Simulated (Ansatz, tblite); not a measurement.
# Cyclo-(SiH2)3 (Si₃H₆): a ladder of methods and basis sets

Aim: run the singlet of cyclo-(SiH2)3 (Si₃H₆) at one geometry on many levels, and compare frontier levels, spin and run time.

The runs use Ansatz 0.2.0, Gaussian basis; as each input shows.

Levels to be run: GFN1-xTB, GFN2-xTB, PBE-D4/def2-TZVP, r2SCAN-D4/def2-TZVP, HF/def2-TZVP, BHLYP-D4/def2-TZVP, ωB97X-V/def2-TZVP, B2PLYP/def2-TZVP, HSE06-D4/def2-TZVP, PBE-QIDH/def2-TZVP, r2SCAN0-D4/def2-TZVP, PBE-D4/def2-SVP, PBE0-D4/def2-SVP, HF/STO-3G, HF/6-31G, B3LYP-D4/6-31G, PBE0-D4/def2-TZVPD, PBE-D4/def2-TZVPD, r2SCAN-D4/def2-TZVPD, CCSD(T)/def2-TZVPP, MP2/def2-TZVP, RPA/def2-TZVP, CCSD(T)/def2-TZVPD.

## Step 1: The geometry

The singlet was relaxed beforehand with PBE-D4/def2-TZVP.

9 atoms, charge 0, spin multiplicity 1.

Bond lengths: Si1–H2 1.493 Å, Si1–H3 1.493 Å, Si1–Si4 2.341 Å, Si1–Si7 2.341 Å, Si4–H5 1.493 Å, Si4–H6 1.493 Å, Si4–Si7 2.341 Å, Si7–H8 1.493 Å, Si7–H9 1.493 Å. Angles: H2–Si1–H3 112.9°, H2–Si1–Si4 118.6°, H2–Si1–Si7 118.5°, H3–Si1–Si4 118.6°, H3–Si1–Si7 118.7°, Si4–Si1–Si7 60.0°, Si1–Si4–H5 118.5°, Si1–Si4–H6 118.7°, Si1–Si4–Si7 60.0°, H5–Si4–H6 112.9°, H5–Si4–Si7 118.6°, H6–Si4–Si7 118.7°, Si1–Si7–Si4 60.0°, Si1–Si7–H8 118.7°, Si1–Si7–H9 118.5°, Si4–Si7–H8 118.6°, Si4–Si7–H9 118.5°, H8–Si7–H9 112.9°.

Coordinates:

```xyz
9
charge 0, multiplicity 1
Si   -1.1335    0.0926    0.7298
H    -2.1106   -1.0262    0.8794
H    -1.5403    1.3225    1.4719
Si   -0.0101    0.3345   -1.3092
H     0.2696    1.7131   -1.8092
H    -0.3030   -0.6336   -2.4073
Si    1.1438   -0.4263    0.5797
H     2.1318    0.4847    1.2298
H     1.5522   -1.8612    0.6353
```

PBE0-D4/def2-TZVP was run before; its log isn't repeated, and its numbers join the tables.

## Step 2: GFN1-xTB

Tight binding, by tblite at 300 K electronic temperature and without a spin-polarisation term:

```python
tblite.interface.Calculator('GFN1-xTB', numbers, positions, charge=0, uhf=0).singlepoint()
```

Energy -236.5551 eV, HOMO -10.63 eV, LUMO -8.11 eV; 0.016 s.

## Step 3: GFN2-xTB

Tight binding, by tblite at 300 K electronic temperature and without a spin-polarisation term:

```python
tblite.interface.Calculator('GFN2-xTB', numbers, positions, charge=0, uhf=0).singlepoint()
```

Energy -221.4537 eV, HOMO -8.66 eV, LUMO -5.59 eV; 0.012 s.

## Step 4: PBE-D4/def2-TZVP

start.molden holds the orbitals of an earlier run on this state, given as this run's starting guess.

File in.yaml:

```yaml
crystal:
  periodic: [false, false, false]
  atoms:
    - {symbol: Si, position_ang: [-1.133533, 0.092626, 0.729767]}
    - {symbol: H, position_ang: [-2.110598, -1.026220, 0.879396]}
    - {symbol: H, position_ang: [-1.540285, 1.322472, 1.471906]}
    - {symbol: Si, position_ang: [-0.010065, 0.334457, -1.309221]}
    - {symbol: H, position_ang: [0.269632, 1.713089, -1.809230]}
    - {symbol: H, position_ang: [-0.303047, -0.633621, -2.407325]}
    - {symbol: Si, position_ang: [1.143804, -0.426295, 0.579660]}
    - {symbol: H, position_ang: [2.131833, 0.484697, 1.229784]}
    - {symbol: H, position_ang: [1.552250, -1.861205, 0.635272]}
basis:
  gaussian: {orbitals: def2-TZVP, initial_orbitals: start.molden}
hamiltonian: {xc: pbe, dispersion: d4}
scf: {omitted_lower_state_checks: [starts]}
output: {forces: true, orbitals: {seedname: orbitals}}
```

Started as:

```console
$ ansatz run in.yaml --threads 4 --pin off --events-out ev --progress --plain --max-ram 3916MiB
```

Further steps of the session: r2SCAN-D4/def2-TZVP; HF/def2-TZVP; BHLYP-D4/def2-TZVP; ωB97X-V/def2-TZVP; B2PLYP/def2-TZVP; HSE06-D4/def2-TZVP; PBE-QIDH/def2-TZVP; r2SCAN0-D4/def2-TZVP; PBE-D4/def2-SVP; PBE0-D4/def2-SVP; HF/STO-3G; HF/6-31G; B3LYP-D4/6-31G; PBE0-D4/def2-TZVPD; PBE-D4/def2-TZVPD; r2SCAN-D4/def2-TZVPD; CCSD(T)/def2-TZVPP; MP2/def2-TZVP; RPA/def2-TZVP; CCSD(T)/def2-TZVPD.

**Question.** What will the summary of the whole plan be? Wanted: gap in def2-TZVP, named functionals and Hartree-Fock, smallest and largest; correlation energy, CCSD(T)/def2-TZVPP; correlation energy, MP2/def2-TZVP; correlation energy, CCSD(T)/def2-TZVPD; binding an atom, CCSD(T)/def2-TZVPP; PBE0 total energy, smallest basis above largest.

**Answer**, as computed:

```
                                                                  quantity                            value
gap in def2-TZVP, named functionals and Hartree-Fock, smallest and largest  3.95 eV (PBE-D4), 11.37 eV (HF)
                                    correlation energy, CCSD(T)/def2-TZVPP                        -12.17 eV
                                         correlation energy, MP2/def2-TZVP                         -9.49 eV
                                    correlation energy, CCSD(T)/def2-TZVPD                        -11.75 eV
                                       binding an atom, CCSD(T)/def2-TZVPP                         2.811 eV
                           PBE0 total energy, smallest basis above largest   8.24 eV (def2-SVP, def2-TZVPD)
```

Over the named functionals and Hartree-Fock in def2-TZVP the gap runs from 3.95 eV (PBE-D4) to 11.37 eV (HF); exact exchange widens it. A small miss in a minimal or small basis is a cancelling of errors, not accuracy. The functionals in def2-TZVP miss CCSD(T)/def2-TZVPP by +0.041 (BHLYP-D4) to +0.116 eV (ωB97X-V) an atom. CCSD(T)/def2-TZVPP isn't at the basis-set limit; small misses against it rank nothing.
